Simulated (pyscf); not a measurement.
This saddle point was located with ωB97X-D3(BJ)/def2-SVP in PySCF.

```xyz
7

B      0.1419    -1.2873     0.0143
O      0.3468    -0.1709     0.7399
H     -0.4719    -2.2071     0.5138
H      0.5771    -1.3399    -1.1171
H      0.7932     1.0296     0.9600
H      0.2572     0.5858     1.7927
H      0.6575     1.5322     1.8476
```

Surface: singlet, charge 0. Lowest wavenumbers (cm⁻¹): 2615i, 117, 349, 745, 956.

Problem. Name the species on either side of this saddle.

Solution. H₂B–OH + hydrogen (H₂) <-> H₂B–OH + hydrogen (H₂), a four-centre exchange read from left to right: H–O, H–H broken and H–O, H–H formed. At ωB97M-D3(BJ)/def2-TZVP it lies +3.11 eV from the left side and +3.11 eV from the right (each side as separated species at their lowest minima found). The same reactants have a lower exit, to BH₃ + H₂O (barrier +1.69 eV at ωB97M-D3(BJ)/def2-TZVP, against +3.11 eV here). Another saddle between the same species, by other bonds, lies lower (1.25 eV against 3.11 eV at ωB97M-D3(BJ)/def2-TZVP).
